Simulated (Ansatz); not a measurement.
# HLiOS (SMILES [Li][O]S): single points off equilibrium

An exercise on one series of results from a longer session: the logs are not shown, and one member is left open.

The runs use Ansatz 0.2.0, Gaussian basis; single points in def2-TZVPP.

Cores are frozen in the correlated methods. The outer core shell of Li, Na, Mg and K is correlated.

### Starting geometry

4 atoms, charge 0, spin multiplicity 1.

Atoms are counted from 1 here; the program's logs count them from 0.

Bond lengths: Li1–O2 1.560 Å, O2–S3 1.654 Å, S3–H4 1.373 Å. Angles: Li1–O2–S3 170.5°, O2–S3–H4 99.3°.

As a file:

```tsv
atom	x (Å)	y (Å)	z (Å)
Li1	-1.7445	0.1493	1.1614
O2	-0.4434	0.1741	0.3002
S3	0.9272	0.4725	-0.5762
H4	1.2667	-0.8167	-0.9035
```

The first run:

File run/in.yaml:

```yaml
crystal:
  periodic: [false, false, false]
  atoms:
    - {symbol: Li, position_ang: [-1.744500, 0.149300, 1.161400]}
    - {symbol: O, position_ang: [-0.443400, 0.174100, 0.300200]}
    - {symbol: S, position_ang: [0.927200, 0.472500, -0.576200]}
    - {symbol: H, position_ang: [1.266700, -0.816700, -0.903500]}
basis:
  gaussian: {orbitals: def2-TZVPP}
correlation: {method: ccsd_t}
output: {forces: true}
```

No record of the launch command was kept for these runs.

Steps of the session up to this table: CCSD(T)/def2-TZVPP; PBE0-D4/def2-TZVPP; wB97M-V/def2-TZVPP; r2SCAN-D4/def2-TZVPP; PBE-D4/def2-TZVPP; BLYP-D4/def2-TZVPP; r2SCAN0-D4/def2-TZVPP.

One of the session's tables, all rows but one given; the rest of the session is left out.

```
    method  RMS force component (eV/Å)  angle to CCSD(T) forces (°)  dipole (D)
   CCSD(T)                       0.660                    reference        6.30
   PBE0-D4                       0.766                         10.9        6.28
   wB97M-V                       0.734                          5.5        6.17
 r2SCAN-D4                       0.681                          7.6        6.41
    PBE-D4                           ?                            ?           ?
   BLYP-D4                       0.396                         20.5        5.96
r2SCAN0-D4                       0.873                         10.0        6.44
```

**Question.** Estimate the row for PBE-D4.

As computed: RMS force component (eV/Å): 0.519; angle to CCSD(T) forces (°): 15.3; dipole (D): 6.10. In the column «RMS force component (eV/Å)» it lies between BLYP-D4 (0.396) and CCSD(T) (0.660).
